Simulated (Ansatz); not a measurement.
**Basis or method: atomization of Ge–NH₂**

Ge–NH2, doublet; coordinates (Å): Ge 0.000 0.000 0.341; N 0.000 0.000 -1.475; H 0.000 0.836 -2.041; H 0.000 -0.836 -2.041. Quantity: atomization.

Ansatz 0.2.0, basis cc-pVDZ or cc-pVTZ; geometries are PBE0/def2-TZVP minima. Wave-function levels freeze the cores with the filled d shells of p-block atoms; HF, MP2 and coupled cluster are restricted for singlets and unrestricted otherwise, atoms included, restricted open-shell where a d shell is frozen, Kohn–Sham unrestricted where that lies lower. NEVPT2 and MRCISD+Q stand on CASSCF in the full valence space, and MRCISD+Q is size-consistent only roughly. The reference is CCSDT(Q) (coupled cluster only where its series has nearly closed). Semilocal and hybrid functionals correlate all electrons outside any core potential and usually lie nearer their basis limit than the reference, so part of their error here is the reference's basis and frozen-core error; RPA and the MP2 part of double hybrids freeze the same cores as the reference. None of these values is a measured one. Energies are electronic, without zero-point terms. No spin–orbit coupling and no scalar relativity. The species are chosen: bound, without strong static correlation by their natural occupations or amplitudes, in their lowest spin state as far as vertical gaps and like structures tell, and with a ladder that closes on the reference, so errors are smaller than for species at large; levels whose determinant breaks symmetry or spin markedly are left out.

| level | cc-pVDZ (kcal/mol) | cc-pVTZ (kcal/mol) |
| --- | --- | --- |
| reference | 238.6 (CCSDT(Q)) | 260.8 (CCSDT(Q)) |
| CCSD(T) | 238.0 | 260.5 |
| NEVPT2 | 230.7 | 249.1 |
| MRCISD+Q | 235.9 | 258.3 |
| PBE | 272.3 | 279.9 |
| PBE0 | 262.0 | 270.1 |
| B3LYP | 265.2 | 273.7 |
| RPA-PBE | 232.8 | 252.1 |

From cc-pVDZ to cc-pVTZ the reference moves by 22.2 kcal/mol and PBE by 7.6; the step from CCSD(T) to the reference is 0.6 in the first and 0.3 in the last.
